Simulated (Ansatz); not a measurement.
# NH (triplet): inputs that go wrong

3 inputs are run for NH (triplet) as typed; the log has to tell whether the result can be used and what must change.

Method: the settings change from run to run; program: Ansatz 0.2.0, Gaussian basis.

17 further runs of the same task are left out: 8 that didn't finish, 9 set aside as unsound or not needed.

## (1) The system

The geometry is a PBE0/def2-TZVPD stationary point (not a proven minimum) of the parent state, kept for this charge and spin.

2 atoms, charge 0, spin multiplicity 3.

Atoms are counted from 1 here; the program's logs count them from 0.

Bond lengths: N1–H2 1.037 Å.

Coordinates:

```
atom    x (Å)    y (Å)    z (Å)
  N1  0.00000  0.00000  0.00000
  H2  0.00000  0.00000  1.03658
```

## (2) Try 1

in.yaml reads:

```yaml
crystal:
  periodic: [false, false, false]
  atoms:
    - {symbol: N, position_ang: [0.000000, 0.000000, 0.000000]}
    - {symbol: H, position_ang: [0.000000, 0.000000, 1.036583]}
basis:
  gaussian: {orbitals: 6-31G, fitting: {mean_field: def2-universal-jkfit}}
magnetization: {spin_polarized: false, initial_magnetization: 2}
correlation: {method: sc_nevpt2, electrons: all, active_space: {window: {electrons: 2, orbitals: 200}}}
scf: {lower_state_search: full}
```

On the command line:

```
> ansatz run in.yaml --threads 1 --pin off --events-out ev --progress --plain --max-ram 2393MiB
```

Log:

```text
Functional definition: HF
  name "HF"
  cite "Fock, Z. Phys. 61, 126 (1930) doi:10.1007/BF01340294"
  parent pbe
  exchange = exact_x
  correlation = 0
95 factors; integrals over basis functions are off by at most 3.0e-2 eV
mean field evaluation 1: about -1494.6390 eV, gradient 8.6e0 eV
mean field evaluation 2: about -1494.9321 eV, gradient 2.3e0 eV
mean field evaluation 4: about -1494.9486 eV, gradient 1.7e-1 eV
mean field evaluation 8: about -1456.0207 eV, gradient 3.0e1 eV
mean field evaluation 16: about -1494.9446 eV, gradient 9.7e-1 eV
mean field evaluation 32: about -1494.9486 eV, gradient 5.5e-2 eV
mean field -1494.94865265 eV, -54.9383496723 hartree, gradient 5.3e-7 eV, S^2 2.000000; 5 other end points of the search recorded, 0 dependent functions left out
reference -1494.94865265 eV, -54.9383496723 hartree; 5, 3 occupied and 6, 8 virtual orbitals, 95 factors
Error: 2 electrons in 200 orbitals form no window around the highest filled level of the reference
```

Run time: 0.12 s. Hardware: 1 thread of Arm Neoverse N1, shared host.

Diagnosis: The run stopped with an error. The active window can't be built from these electrons and orbitals. To mend it, choose counts that fit the spin, the electrons and the basis.

## (3) Try 2

in.yaml reads:

```yaml
crystal:
  periodic: [false, false, false]
  atoms:
    - {symbol: N, position_ang: [0.000000, 0.000000, 0.000000]}
    - {symbol: H, position_ang: [0.000000, 0.000000, 1.036583]}
basis:
  gaussian: {orbitals: aug-cc-pVDZ}
magnetization: {spin_polarized: false, initial_magnetization: 2}
correlation: {method: sc_nevpt2, electrons: all, active_space: {window: {electrons: 4, orbitals: 4}, states: [{multiplicity: 3, weights: [1, 1]}], root: 5}}
scf: {lower_state_search: light}
```

Same command.

Log:

```text
Error: the active space averages no state 5, counted from zero
```

Run time: 0.03 s. Hardware: 1 thread of Arm Neoverse N1, shared host.

What is wrong: The run was refused. The root asked for lies beyond the states averaged. To mend it, average more states or name a lower root.

## (4) Try 3

in.yaml reads:

```yaml
crystal:
  periodic: [false, false, false]
  atoms:
    - {symbol: N, position_ang: [0.000000, 0.000000, 0.000000]}
    - {symbol: H, position_ang: [0.000000, 0.000000, 0.548560]}
basis:
  gaussian: {orbitals: "6-31G*"}
magnetization: {spin_polarized: false, initial_magnetization: 2}
correlation: {active_space: {window: {electrons: 4, orbitals: 4}, states: [{multiplicity: 3, weights: [1, 0.5, 1]}, {multiplicity: 5, weights: [1]}]}}
```

Same command.

Log:

```text
Functional definition: HF
  name "HF"
  cite "Fock, Z. Phys. 61, 126 (1930) doi:10.1007/BF01340294"
  parent pbe
  exchange = exact_x
  correlation = 0
257 factors; integrals over basis functions are off by at most 9.5e-8 eV
mean field evaluation 1: about -1477.9858 eV, gradient 1.2e1 eV
mean field evaluation 2: about -1477.9861 eV, gradient 1.2e1 eV
mean field evaluation 4: about -1478.2813 eV, gradient 6.5e-1 eV
mean field evaluation 8: about -1478.2825 eV, gradient 7.9e-7 eV
mean field -1478.28254134 eV, -54.3258813782 hartree, gradient 8.9e-6 eV, S^2 2.000000; 0 other end points of the search recorded, 0 dependent functions left out
reference -1478.28254134 eV, -54.3258813782 hartree; 5, 3 occupied and 12, 14 virtual orbitals, 257 factors
state -1478.01623658 eV, -54.3160948591 hartree
state -1474.36903301 eV, -54.1820625998 hartree
state -1474.36903301 eV, -54.1820625998 hartree
state -1465.39686103 eV, -53.8523413611 hartree
an earlier search ended where averaged states of different weights were degenerate, so these states were given the mean of their weights and the orbitals were optimised with it
Total energy: -1472.84761346 eV, -54.1261514628 hartree
```

Run time: 0.24 s. Hardware: 1 thread of Arm Neoverse N1, shared host.

Diagnosis: The run converged, which proves nothing about the input. The coordinates are scaled by the bohr-ångström factor. The shortest distance is 0.55 Å, against 1.04 Å in the geometry of step 1. Its energy belongs to another geometry. Cure: restore the coordinates in ångström.

## (5) How the runs ended

```
try                    level                ended                                                               cause    time
  1      NEVPT2(2,200)/6-31G  stopped by an error  the active window can't be built from these electrons and orbitals  0.12 s
  2  NEVPT2(4,4)/aug-cc-pVDZ              refused                  the root asked for lies beyond the states averaged  0.03 s
  3       CASSCF(4,4)/6-31G*            converged              the coordinates are scaled by the bohr-ångström factor  0.24 s
```

1 stopped by an error, 1 refused, 1 converged. The input that converges on a wrong geometry or spin is the dangerous one: no error points at it, so geometry and ⟨S²⟩ have to be checked.
